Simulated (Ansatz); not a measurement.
**BH₂+ (triplet): wave-function methods side by side at angle H2–B1–H3 = 68.5°, aug-cc-pVTZ**

The task here is to estimate one member of a computed series from the others.

The runs use Ansatz 0.2.0, Gaussian basis; aug-cc-pVTZ, core rule «outside noble gas», up to 1 orbitals frozen.

The runs, in order: UHF; CCSD(T) on ROHF; CCSD(T) on UHF; BCCD(T) on ROHF; CCSDT(Q) on ROHF; CCSDT(Q) on UHF; CASSCF and NEVPT2, 4 electrons in 6 orbitals; Full CI.

12 further runs of the same task are left out: 2 for a known fault of the program, 7 that didn't finish, 3 set aside as unsound or not needed.

## The system

The geometry derives from a PBE0/def2-TZVP stationary point (not a proven minimum). One angle is set to the value named; bond lengths are kept.

3 atoms, charge 1, spin multiplicity 3.

Atoms are counted from 1 here; the program's logs count them from 0.

Bond lengths: B1–H2 1.291 Å, B1–H3 1.291 Å. Angles: H2–B1–H3 68.5°.

Coordinates:

```
B     0.0000    0.0000   -0.1677
H     0.0000    0.7265    0.8993
H     0.0000   -0.7265    0.8993
```

Set-up of the first run:

in.yaml

```yaml
crystal:
  periodic: [false, false, false]
  atoms:
    - {symbol: B, position_ang: [0.000000, 0.000000, -0.167695]}
    - {symbol: H, position_ang: [0.000000, 0.726514, 0.899334]}
    - {symbol: H, position_ang: [0.000000, -0.726514, 0.899334]}
basis:
  gaussian: {orbitals: aug-cc-pVTZ}
total_charge: 1
magnetization: {spin_polarized: true, initial_magnetization: 2}
hamiltonian: {xc: hf}
output: {orbitals: {seedname: orbitals}}
```

Launch:

```
$ ansatz run in.yaml --threads 1 --pin off --events-out ev --progress --plain --max-ram 2393MiB
```

Among the steps run: UHF; CCSD(T) on ROHF; CCSD(T) on UHF; BCCD(T) on ROHF; CCSDT(Q) on ROHF; CCSDT(Q) on UHF; CASSCF and NEVPT2, 4 electrons in 6 orbitals; Full CI.

One of the session's tables, all rows but one given; the rest of the session is left out.

```
        method  from FCI (kcal/mol)
          ROHF               +47.10
           UHF                    ?
          RMP2               +10.52
          UMP2               +10.74
         RCCSD                +1.26
         UCCSD                +1.19
      RCCSD(T)                +0.27
      UCCSD(T)                +0.26
       BCCD(T)                +0.27
        RCCSDT                +0.01
        UCCSDT                 0.00
     RCCSDT(Q)                 0.00
     UCCSDT(Q)                -0.01
CASSCF valence               +25.11
NEVPT2 valence                +5.96
           FCI                    0
```

Q: Estimate the row for UHF from the others.

As computed: from FCI (kcal/mol): +44.47. In the column «from FCI (kcal/mol)» it lies between CASSCF valence (+25.11) and ROHF (+47.10).

To keep in mind: Levels on UHF freeze UHF's core orbitals, full CI those of ROHF, so the U rows can settle a little off it for that reason alone. Restricted and unrestricted rows rest on different reference determinants; where their highest levels disagree by more than a few hundredths of an eV, they describe different states and don't form one ladder.
